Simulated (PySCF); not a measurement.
Homolysis of methoxymethyl fluoride, bond by bond

System: methoxymethyl fluoride, `COCF` (C2H5FO). Atom numbers as in the mapped SMILES `[CH3:1][O:2][CH2:3][F:4]`.

Level of theory: M06-2X/def2-TZVP single points in PySCF, grid level 3; every species was optimised with PBE0-D3(BJ)/def2-SVP. Thermal corrections: PBE0-D3(BJ)/def2-SVP frequencies, unscaled, ideal gas at 298.15 K and 1 bar, quasi-RRHO entropy.

| bond | r / Å | radicals | BDE(298 K) / kJ/mol | BDFE / kJ/mol | D₀ / kJ/mol | Dₑ / kJ/mol |
| --- | --- | --- | --- | --- | --- | --- |
| C1–O2 | 1.405 | CH3• + `[O]CF` | 350 | 302 | 343 | 380 |
| O2–C3 | 1.361 | `C[O]` + `[CH2]F` | 396 | 342 | 390 | 422 |
| C1–H | 1.097 | `[CH2]OCF` + H• | 407 | 372 | 401 | 437 |
| C3–H | 1.110 | `CO[CH]F` + H• | 408 | 372 | 401 | 437 |
| C3–F4 | 1.371 | `[CH2]OC` + F• | 488 | 444 | 482 | 502 |

Homolysis to relaxed radicals in the gas phase; the table need not hold every single bond outside rings.

Weakest of these: C1–O2 (350 kJ/mol); strongest: C3–F4 (488 kJ/mol).

Note: the order of C1–H and C3–H is undecided: the gaps lie inside the method's error (some 10 kJ/mol, one structure a species).

Hardware: 1 thread of Arm Neoverse V1, shared with other jobs. Command: `OMP_NUM_THREADS=1 python redox_run.py task.json out`. Structures, frequencies and single points: 8.7 min.
